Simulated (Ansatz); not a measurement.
System: NH, charge 0, multiplicity 3. 
Coordinates optimised at B3LYP-D3(BJ)/def2-TZVP (Ansatz, a program for electronic structure):
SMILES: [NH]
```xyz
2

N      0.0000     0.0000    -0.1302
H      0.0000     0.0000     0.9116
```
Charge 0, spin multiplicity 3.

Basis-set convergence of Hartree-Fock and MP2 correlation energies (hartree) with Ansatz. Correlated levels leave the core frozen unless marked. Open shells are spin-unrestricted. Spin-orbit coupling is left out. Non-relativistic.

```
basis    functions      E(HF)  E(corr, MP2)
-------  ---------  ---------  ------------
cc-pVDZ         19  -54.96647      -0.10385
cc-pVTZ         44  -54.98107      -0.13682
cc-pVQZ         85  -54.98497      -0.14773
cc-pV5Z        146  -54.98601      -0.15209
```

Extrapolating the two largest sets (X = 4 and 5) as X^-3: E(corr) = (125·(-0.15209) - 64·(-0.14773))/61 = -0.1567 Eh, an estimate of the basis-set limit. The largest set recovers 97.1 % of it, the smallest 66.3 %.
